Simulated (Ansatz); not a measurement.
ethanol (C2H6O), SMILES CCO.

The structure is a stationary point at B3LYP-D3(BJ)/def2-TZVP. The values are those of a single conformer.

Two levels are set side by side: PBE/def2-SVPD (Ansatz, a quantum-chemistry and plane-wave program) and CAM-B3LYP/def2-SVPD (Ansatz). Energy differences of separate SCF runs at the same geometry; the states with an electron removed or added have multiplicity 2 and 2. Differences are taken from unrounded values.

| quantity | CAM-B3LYP |
|---|---|
| vertical ionisation energy (eV) | 10.72 |
| vertical singlet–triplet gap (eV) | 6.96 |

**Question.** What does PBE give, and how far is it from CAM-B3LYP? (The exact figures need the calculation; the answer reports its results.)

**Answer.** 
```json
[
 {"quantity": "vertical ionisation energy (eV)", "PBE": "10.33", "PBE minus CAM-B3LYP": "-0.40"},
 {"quantity": "vertical singlet–triplet gap (eV)", "PBE": "6.55", "PBE minus CAM-B3LYP": "-0.41"}
]
```
